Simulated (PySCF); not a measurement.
Excitations are Tamm–Dancoff values on a coarser integration grid. The basis has no diffuse functions, so Rydberg states are missing or too high.

Z-matrix (Å, degrees):
```
C
H 1 1.0908
H 1 1.0973 2 107.35
O 1 1.4251 2 105.21 3 -117.76
H 4 0.9635 1 108.43 2 -179.84
C 1 1.5191 2 110.41 3 120.25
H 6 1.0910 1 110.58 2 60.55
H 6 1.0926 7 108.56 1 121.65
H 6 1.0937 7 108.24 8 116.56
```
Charge 0, spin multiplicity 1.

Q: Estimate the HOMO–LUMO gap, S1–T1 gap (TDA), S1 oscillator strength, dipole moment, T1 excitation (TDA), total energy, LUMO and S1 excitation (TDA) that M06-2X/def2-TZVP // B3LYP-D3(BJ)/def2-TZVP in PySCF returns for this input.

A: 
```yaml
HOMO–LUMO gap: 11.18 eV
S1–T1 gap (TDA): 0.34 eV
S1 oscillator strength: 0.005
dipole_moment: 1.76 D
T1 excitation (TDA): 7.14 eV
total_energy: -4218.50 eV
LUMO: 1.65 eV
S1 excitation (TDA): 7.48 eV
```
